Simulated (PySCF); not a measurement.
2-methyltetrahydrothiophene, C5H10S.
Cartesian coordinates in Å at the PBE0-D3(BJ)/def2-SVP level; atoms count from 1:
```xyz
16
C5H10S angstrom
C      2.1584    0.2583   -0.3761
C      0.8665   -0.0256    0.3652
C     -0.1641   -0.8138   -0.4372
C     -1.5178   -0.5782    0.2141
C     -1.6523    0.9300    0.3827
S      0.0097    1.5366    0.8481
H      2.6608   -0.6848   -0.6473
H      1.9595    0.8277   -1.2970
H      2.8577    0.8438    0.2392
H      1.0917   -0.5702    1.2978
H     -0.1781   -0.4373   -1.4750
H      0.1056   -1.8817   -0.4789
H     -1.5435   -1.0653    1.2031
H     -2.3498   -0.9919   -0.3780
H     -2.3740    1.2087    1.1641
H     -1.9646    1.4098   -0.5583
```

The closed-shell ground state was solved at several levels (PySCF, density fitting, gas phase, non-relativistic).

```
             level  basis functions  total energy (Eh)  HOMO (eV)  LUMO (eV)  gap (eV)  dipole (D)
CAM-B3LYP/pcSseg-2              363          -594.7383      -7.49       1.21      8.70        2.06
     PBE0/pcSseg-1              159          -594.3280      -6.15       1.01      7.16        2.08
```

Task: What might CAM-B3LYP/def2-SVPD (207 basis functions) give for the same quantities?

Result: Total energy -594.3872 Eh, HOMO -7.50 eV, LUMO 1.30 eV, gap 8.80 eV, dipole 2.09 D.

Task: Over all these levels, which gives the widest orbital gap and which the narrowest?

Result: CAM-B3LYP/def2-SVPD (range-separated hybrid) has the widest, 8.80 eV, and PBE0/pcSseg-1 (global hybrid, 25 % exact exchange) the narrowest, 7.16 eV. Functional and basis both differ between the two, so the spread mixes both effects.

Task: How far do the dipole and the HOMO energy spread over the levels?

Result: The dipole runs from 2.06 to 2.09 D (mean 2.08 D) and the HOMO from -7.50 to -6.15 eV.

One conformer stands for the species.
